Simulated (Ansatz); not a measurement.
The cluster SiO₂⁺. The state is a doublet with charge 1. Geometry PBE0-D4/def2-TZVP; atoms count from 1.

```
atom   x (Å)   y (Å)   z (Å)
 Si1   0.337   0.009  -1.043
  O2  -0.413   0.613   0.448
  O3   0.075  -0.623   0.595
```

The structure holds 1 bond(s) between oxygen atoms. Another isomer (doublet) lies 0.25 eV lower at r2SCAN-D4/def2-TZVP.

Q: Estimate the Mulliken populations from the PBE0/def2-TZVP orbitals of Ansatz.

A: 
```tsv
atom	charge (e)	spin (α − β)
Si1	0.89	-0.06
O2	0.05	0.53
O3	0.05	0.53
```
Mulliken values and Mayer orders depend strongly on the basis.

Q: Where does the spin sit?

A: Summed by element: Si -0.06, O 1.06, of 1 unpaired in all. Largest on single atoms: O2 0.53, O3 0.53, Si1 -0.06.

Q: And the Mayer bond orders between bonded heavy atoms (over 0.3)?

A: Si1–O2 0.86 (1.78 Å); Si1–O3 0.86 (1.78 Å); O2–O3 1.25 (1.34 Å).
